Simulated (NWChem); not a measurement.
All runs are NWChem calculations. System: O (-1), charge -1, spin multiplicity 2. Its SCF solution wasn't tested for a lower state. Level: UB2PLYP/def2-SVPD, 1 core orbitals frozen.

Job file:

```
start mol
memory heap 200 mb stack 900 mb global 1100 mb
charge -1
geometry units angstroms nocenter noautoz
  O      0.000000     0.000000     0.000000
  symmetry group D2h
end
basis spherical
  * library def2-svpd
end
dft
  xc hfexch 0.53 becke88 0.47 lyp 0.73 mp2 0.27
  dftmp2
  odft
  mult 2
  semidirect memsize 60000000 filesize 0
  iterations 100
end
mp2
  freeze core 1
end
task dft energy
```

Output (cleaned and shortened):

```
             Northwest Computational Chemistry Package (NWChem) 7.3.0
             --------------------------------------------------------

                                NWChem Input Module
                                -------------------

 Scaling coordinates for geometry "geometry" by  1.889725989
 (inverse scale =  0.529177249)

                             Geometry "geometry" -> ""
                             -------------------------

 Output coordinates in angstroms (scale by  1.889725989 to convert to a.u.)

  No.       Tag          Charge          X              Y              Z
 ---- ---------------- ---------- -------------- -------------- --------------
    1 O                    8.0000     0.00000000     0.00000000     0.00000000

 Effective nuclear repulsion energy (a.u.)       0.0000000000

            Nuclear Dipole moment (a.u.)
            ----------------------------
        X                 Y               Z
 ---------------- ---------------- ----------------
     0.0000000000     0.0000000000     0.0000000000

      Symmetry information
      --------------------

 Group name             D2h
 Group number             26
 Group order               8
 No. of unique centers     1

      Symmetry unique atoms

     1


 Summary of "ao basis" -> "" (spherical)
 ------------------------------------------------------------------------------
       Tag                 Description            Shells   Functions and Types
 ---------------- ------------------------------  ------  ---------------------
 *                         def2-svpd                  on all atoms

  dft_input: which_mp2 not specified, using semidirect MP2 by default.

                                 NWChem DFT Module
                                 -----------------

 Summary of "ao basis" -> "ao basis" (spherical)
 ------------------------------------------------------------------------------
       Tag                 Description            Shells   Functions and Types
 ---------------- ------------------------------  ------  ---------------------
 O                         def2-svpd                 9       23   4s3p2d

 Summary of "ao basis" -> "ao basis" (spherical)
 ------------------------------------------------------------------------------
       Tag                 Description            Shells   Functions and Types
 ---------------- ------------------------------  ------  ---------------------
 O                         def2-svpd                 9       23   4s3p2d

      Symmetry analysis of basis
      --------------------------

        ag          8
        au          0
        b1g         2
        b1u         3
        b2g         2
        b2u         3
        b3g         2
        b3u         3

            General Information
            -------------------
          SCF calculation type: DFT
          Wavefunction type:  spin polarized.
          No. of atoms     :     1
          No. of electrons :     9
           Alpha electrons :     5
            Beta electrons :     4
          Charge           :    -1
          Spin multiplicity:     2
          Use of symmetry is: on ; symmetry adaption is: on
          Maximum number of iterations: 100
          AO basis - number of functions:    23
                     number of shells:     9
          Convergence on energy requested:  1.00D-06
          Convergence on density requested:  1.00D-05
          Convergence on gradient requested:  5.00D-04

              XC Information
              --------------
[...]
     1      0.301612  1 O  s                  4      0.068974  1 O  s

 Vector    3  Occ=1.000000D+00  E=-4.049002D-03  Symmetry=b3u
              MO Center= -1.1D-33,  1.1D-33,  3.1D-33, r^2= 1.0D+00
   Bfn.  Coefficient  Atom+Function         Bfn.  Coefficient  Atom+Function
  ----- ------------  ---------------      ----- ------------  ---------------
     5      0.590882  1 O  px                 8      0.416832  1 O  px
    11      0.258128  1 O  px

 Vector    4  Occ=1.000000D+00  E=-4.049002D-03  Symmetry=b2u
              MO Center= -1.1D-33,  2.3D-34, -1.7D-33, r^2= 1.0D+00
   Bfn.  Coefficient  Atom+Function         Bfn.  Coefficient  Atom+Function
  ----- ------------  ---------------      ----- ------------  ---------------
     6      0.590882  1 O  py                 9      0.416832  1 O  py
    12      0.258128  1 O  py

 Vector    5  Occ=0.000000D+00  E= 2.651958D-01  Symmetry=b1u
              MO Center= -2.1D-33,  1.7D-31, -4.8D-31, r^2= 3.0D+00
   Bfn.  Coefficient  Atom+Function         Bfn.  Coefficient  Atom+Function
  ----- ------------  ---------------      ----- ------------  ---------------
    13      0.705167  1 O  pz                 7      0.372364  1 O  pz
    10      0.211937  1 O  pz

 Vector    6  Occ=0.000000D+00  E= 3.703323D-01  Symmetry=ag
              MO Center= -3.2D-37, -3.7D-36,  1.3D-33, r^2= 4.3D+00
   Bfn.  Coefficient  Atom+Function         Bfn.  Coefficient  Atom+Function
  ----- ------------  ---------------      ----- ------------  ---------------
     4      1.539784  1 O  s                  3     -1.014881  1 O  s
     1     -0.084981  1 O  s                  2     -0.062138  1 O  s

 Vector    7  Occ=0.000000D+00  E= 3.912289D-01  Symmetry=b3u
              MO Center=  4.1D-33, -7.7D-34, -1.8D-33, r^2= 5.5D+00
   Bfn.  Coefficient  Atom+Function         Bfn.  Coefficient  Atom+Function
  ----- ------------  ---------------      ----- ------------  ---------------
    11      1.123923  1 O  px                 8     -0.487277  1 O  px
     5     -0.270519  1 O  px

   alpha - beta orbital overlaps
   -----------------------------

   alpha      1      2      3      4      5      6      7      8      9     10
    beta      1      2      5      3      4      6      9      7      8     14
 overlap   1.000  0.999  0.836  0.998  0.998  1.000  0.837  0.998  0.998  0.999

   alpha     11     12     13     14     15     16     17     18     19     20
    beta     13     12     10     11     18     15     16     17     23     21
 overlap   1.000  1.000  1.000  1.000  0.995  1.000  1.000  1.000  1.000  1.000

   alpha     21     22     23
    beta     22     20     19
 overlap   1.000  1.000  1.000

     --------------------------
     Expectation value of S2:
     --------------------------
      <S2> =      0.7591 (Exact =     0.7500)

                   NWChem MP2 Semi-direct Energy/Gradient Module
                   ---------------------------------------------

  Basis functions       =     23
  Molecular orbitals    =     23
  Frozen core           =      1
  Frozen virtuals       =      0
  Active alpha occupied =      4
  Active beta occupied  =      3
  Active alpha virtual  =     18
  Active beta virtual   =     19
  Use MO symmetry       = T
  Use skeleton AO sym   = T

  AO/Fock/Back tols     =   1.0D-09  1.0D-09  1.0D-09

 GA uses MA = F    GA memory limited = T

 Available:
  local mem=  4.43D+07
 global mem=  1.44D+08
 local disk=  0.00D+00
  mp2_memr nvloc                    18
  nvloc new                    18
   1 passes of   4:        2097152                       2915                     68510.
   1 passes of   4: M     44325620           G      144178142           F      42228468.

 Semi-direct pass number   1 of   1  for UHF alpha       at        0.2s
  vrange nnbf                   276
  mp2_eaftype                    10  avail_ma_in_mb                   386
 EAF : mp2_eaftype filesize          10      34255.
  mp2_eaf for mointskh                     10
Node 0 wrote      0.2 Mb in      0.0 s     Agg I/O rate:  2345.1 Mb/s
 Done moints_semi at        0.2s
  mp2_eaftype                    10  avail_ma_in_mb                   386
 EAF : mp2_eaftype filesize          10      34255.
  mp2_eaf for kh                    10
 Done maket at        0.2s
 Done multipass loop at        0.2s

 GA uses MA = F    GA memory limited = T

 Available:
  local mem=  4.43D+07
 global mem=  1.44D+08
 local disk=  0.00D+00
  mp2_memr nvloc                    19
  nvloc new                    19
   1 passes of   3:        2097152                       2532                     54434.
   1 passes of   3: M     44325620           G      144178142           F      42228468.

 Semi-direct pass number   1 of   1  for UHF beta        at        0.2s
  vrange nnbf                   276
  mp2_eaftype                    10  avail_ma_in_mb                   386
 EAF : mp2_eaftype filesize          10      27217.
  mp2_eaf for mointskh                     10
Node 0 wrote      0.1 Mb in      0.0 s     Agg I/O rate:  2274.6 Mb/s
 Done moints_semi at        0.2s
  mp2_eaftype                    10  avail_ma_in_mb                   386
 EAF : mp2_eaftype filesize          10      27217.
  mp2_eaf for kh                    10
 Done maket at        0.2s
 Done multipass loop at        0.2s

          -------------------------------------------
          DFT energy                     -74.950351680651
          Unscaled MP2 energy             -0.214875765095
          Total DFT+MP2 energy           -75.008368137226
          -------------------------------------------

 -----------------------
 Performance information
 -----------------------

 Timer overhead =  1.63D-07 seconds/call

               Nr. of calls         CPU time (s)                 Wall time (s)                GFlops
             ---------------    -------------------     ------------------------------   -------------------
Name         Min   Avg   Max    Min     Avg     Max     Min     Avg     Max   Mx/calls   Min     Max     Sum
mp2: moin     2     2     2   2.66E-2 2.66E-2 2.66E-2  2.66E-2 2.66E-2 2.66E-2 1.33E-2   0.0     0.0     0.0
mp2: make     2     2     2   2.30E-3 2.30E-3 2.30E-3  2.30E-3 2.30E-3 2.30E-3 1.15E-3   0.0     0.0     0.0
mp2: tota     1     1     1   4.45E-2 4.45E-2 4.45E-2  4.45E-2 4.45E-2 4.45E-2 4.45E-2   0.0     0.0     0.0

 The average no. of pstat calls per process was 5.00D+00
 with a timing overhead of 8.14D-07s

 Task  times  cpu:        0.2s     wall:        0.2s

 Total times  cpu:        0.2s     wall:        0.2s
```
